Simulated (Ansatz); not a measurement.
System: methanethiol, CH$_{4}$S (charge 0, singlet). 
Structure (B3LYP-D3(BJ)/def2-TZVP (Ansatz, an electronic-structure program) minimum search):
```
C
H 1 1.0879
H 1 1.0879 2 110.33
H 1 1.0886 2 108.79 3 -119.26
S 1 1.8231 2 111.32 4 -116.63
H 5 1.3429 1 97.06 2 -61.78
```

Property: vertical triplet-singlet gap (E(triplet) - E(singlet); each state is the SCF solution reached for its spin; for the triplet T1 is 0.051), in eV. Cores are frozen in the correlated levels unless marked. Open shells are spin-unrestricted. No spin-orbit coupling. Non-relativistic. CBS marks a two-point X^-3 extrapolation of the correlation energy; Hartree-Fock from the larger set. The bracket is a focal-point correction in the basis named.

RI-MP2/CBS(aug-cc-pV(T+d)Z,aug-cc-pV(Q+d)Z)+[CCSD(T)-MP2]/aug-cc-pV(T+d)Z (Ansatz) gives 5.16 eV.

Problem. Another calculation gave 5.22 eV. Which level was it?
A. BHLYP/def2-TZVPD (Ansatz)
B. wB97X-V/def2-TZVPD (Ansatz)
C. SVWN5/def2-TZVPD (Ansatz)
D. PBE/def2-TZVPD (Ansatz)

Solution. B, wB97X-V/def2-TZVPD (Ansatz). The others give 4.87 (SVWN5), 5.00 (BHLYP), 4.75 (PBE) eV.
